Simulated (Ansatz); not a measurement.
Born–Oppenheimer molecular dynamics of CH₄NO (7 atoms, charge 1, multiplicity 1). It starts from a relaxed structure.

These are results of Ansatz, RHF/def2-SVP, not measurements.

| Property | Result |
| --- | --- |
| ensemble | NVE (velocity Verlet) |
| time step | 0.5 fs |
| steps asked | 600 |
| starting velocities drawn for | 300 K |
| seed | 74622 |

First frame:

```xyz
7
Properties=species:S:1:pos:R:3
N -0.791 0.089 -0.318
C 0.308 0.339 0.299
O 1.304 -0.434 0.390
H -0.969 -0.776 -0.805
H -1.526 0.775 -0.332
H 0.426 1.294 0.800
H 1.249 -1.288 -0.035
```

(1) How far do the bonds stretch over the last three quarters of this one trajectory? (Pairs bonded in most of those frames.)

## Answers

(1) 
```
 bond  mean (Å)  spread (Å)  shortest  longest
N1–C2     1.287       0.025      1.25     1.33
N1–H4     1.010       0.028      0.96     1.06
N1–H5     1.009       0.026      0.95     1.06
C2–O3     1.265       0.021      1.23     1.30
C2–H6     1.085       0.009      1.07     1.10
O3–H7     0.956       0.007      0.94     0.97
```

Mean temperature of the second half: 150 K. The conserved energy stayed within 0.56 meV per atom of its start (net change 0.1 meV per atom), so the integration is sound. Over the second half the temperature averaged 0.50 of the 300 K drawn at the start: a run that starts near a minimum puts about half its kinetic energy into the potential. A run of 0.3 ps of so small a system gives no equilibrium averages.

Time of the run: 4.7 min on 1 thread of Arm Neoverse V1, on a shared host, peak memory 0.09 GiB.
